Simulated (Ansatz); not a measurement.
We consider bcc Rb, described by Hartree–Fock (PAW; Ansatz, a first-principles code).

Run with plane-wave cutoff 460 eV, 8×8×8 k mesh, Fermi–Dirac smearing 0.05 eV, scalar-relativistic PAW data made under PBE.

Energies at three volumes about the minimum:

```
V (Å³/atom)  E − E_lowest (meV/atom)
-----------  -----------------------
120.442                         0.49
123.530                         0.00
126.618                         0.31
```

### Question
Fit a parabola by hand: where is the minimum, what lattice constant follows, and what is the bulk modulus?

### Answer
Slopes: (0.00 − 0.49)/(123.530 − 120.442) = -0.159 and (0.31 − 0.00)/(126.618 − 123.530) = 0.100 meV/Å³. Curvature E″ = 2 × (0.100 − (-0.159))/(126.618 − 120.442) = 0.084 meV/Å⁶. From the middle of the first interval, the slope vanishes at V0 = 121.9860 − (-0.159)/0.084 = 123.879 Å³/atom. B = V0 E″ = 123.879 × 0.084 meV/Å³ × 0.1602 GPa per meV/Å³ = 1.67 GPa. With 2 atoms in the cube, a = (2 × 123.879)^(1/3) = 6.281 Å. The full Birch–Murnaghan fit to all volumes gives V0 = 123.821 Å³/atom and B0 = 1.63 GPa.

Measured, for comparison: bulk modulus 2.92 GPa (corrected for temperature and zero-point phonon effects, our sources range from 2.92 to 3.60; as tabulated in Levämäki et al. (2014), arXiv:1402.3671); lattice constant a 5.576 Å (low-temperature or extrapolated to 0 K; zero-point anharmonic expansion removed; as tabulated in Csonka et al. (2009), arXiv:0903.4037). Computed (rounded) less measured: bulk modulus not scored (sources differ).

Note: the cell is over a tenth larger than the published one: the level's own overestimate first of all, though another phase or state, or a fault of the published cell, is possible.
